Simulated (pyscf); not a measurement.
Structures and frequencies: ωB97X-D3(BJ)/def2-SVP in PySCF.

Question: H₃Ge–SnH₃ (SMILES [GeH3][SnH3]) → H₂Ge=SnH₂ (SMILES [GeH2]=[SnH2]) + H₂ (SMILES [H][H])
Surface: singlet. Broken: H–Sn, Ge–H. Formed: H–H. Give ΔE‡ and ΔE from M06-2X/def2-TZVP, relative to the reactant's lowest minimum found.

Answer: ΔE‡ = 264.6 kJ/mol, ΔE = +145.3 kJ/mol. ωB97M-D3(BJ)/def2-TZVP gives 278.5 kJ/mol and +162.0 kJ/mol. Zero-point energy shifts the barrier by -14.9 kJ/mol. It is an elimination, with an imaginary mode of 1049i cm⁻¹. The same reactants have a lower exit, to SnH₂ [singlet] + GeH₄ (barrier +167.9 kJ/mol at ωB97M-D3(BJ)/def2-TZVP, against +278.5 kJ/mol here). H₂Ge=SnH₂ may be a fragile minimum: a first optimisation, from another start, lost the drawn bonds. H₂Ge=SnH₂ lies 69.2 kJ/mol over its isomer H₃Ge–SnH: [singlet] (electronic energy, ωB97M-D3(BJ)/def2-TZVP). This is the saddle that the search found; another between the same sides may lie lower. A restricted solution here is unstable towards spin polarisation, so biradical character is likely and single-reference numbers are less safe. Elements up to Kr have no core potential and no relativistic terms here. Elements past Kr carry the def2 core potentials, without spin-orbit coupling.
